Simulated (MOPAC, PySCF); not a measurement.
Potential energy surface of H3Si, doublet: umbrella (inversion) coordinate, bond length relaxed. Scanned: angle between the Si-H bonds and the threefold axis (90 = planar). Other coordinates (Si-H bond length) were minimised at PBE0/def2-TZVP.

- UKS-B3LYP/6-31G* = unrestricted B3LYP/6-31G*, spherical d run with PySCF
- UKS-M06-2X/6-31G* = unrestricted M06-2X/6-31G*, spherical d (PySCF 2.14.0)
- AM1, unrestricted, heats of formation (MOPAC)
- CCSD(T) on UHF/cc-pVTZ, 5 core orbitals frozen (PySCF)

Energies relative to the lowest point of each profile, in mEh; the last columns give the difference from CCSD(T):

| a / ° | UKS-B3LYP/6-31G* | UKS-M06-2X/6-31G* | AM1 | CCSD(T) | UKS-B3LYP/6-31G* − CCSD(T) | UKS-M06-2X/6-31G* − CCSD(T) | AM1 − CCSD(T) |
|---|---|---|---|---|---|---|---|
| 90 | 8.5 | 9.6 | 3.0 | 8.7 | -0.2 | 0.9 | -5.7 |
| 93 | 7.9 | 8.9 | 2.7 | 8.1 | -0.1 | 0.9 | -5.3 |
| 96 | 6.4 | 7.2 | 2.1 | 6.4 | 0.0 | 0.8 | -4.3 |
| 99 | 4.3 | 4.8 | 1.2 | 4.2 | 0.2 | 0.6 | -3.0 |
| 102 | 2.2 | 2.5 | 0.4 | 2.0 | 0.2 | 0.5 | -1.6 |
| 105 | 0.6 | 0.8 | 0.0 | 0.5 | 0.1 | 0.3 | -0.5 |
| 108 | 0.0 | 0.0 | 0.1 | 0.0 | 0.0 | 0.0 | 0.1 |
| 111 | 0.7 | 0.6 | 1.0 | 0.9 | -0.2 | -0.3 | 0.2 |
| 114 | 2.9 | 2.7 | 2.9 | 3.4 | -0.4 | -0.6 | -0.5 |
| 117 | 7.0 | 6.7 | 5.8 | 7.6 | -0.7 | -1.0 | -1.8 |
| 120 | 13.0 | 12.5 | 9.9 | 13.8 | -0.9 | -1.3 | -4.0 |
| 123 | 21.0 | 20.4 | 15.2 | 22.1 | -1.1 | -1.7 | -6.9 |
| 126 | 31.2 | 30.4 | 21.7 | 32.4 | -1.2 | -2.0 | -10.7 |
| 129 | 43.8 | 42.8 | 29.6 | 44.9 | -1.1 | -2.1 | -15.3 |
| 132 | 58.8 | 57.6 | 38.9 | 59.6 | -0.7 | -2.0 | -20.7 |

UKS-B3LYP/6-31G* is furthest from CCSD(T) at 126 (-1.2 mEh, below); its mean absolute difference over the points is 0.5 mEh.

UKS-M06-2X/6-31G* is furthest from CCSD(T) at 129 (-2.1 mEh, below); its mean absolute difference over the points is 1.0 mEh.

AM1 is furthest from CCSD(T) at 132 (-20.7 mEh, below); its mean absolute difference over the points is 5.4 mEh.
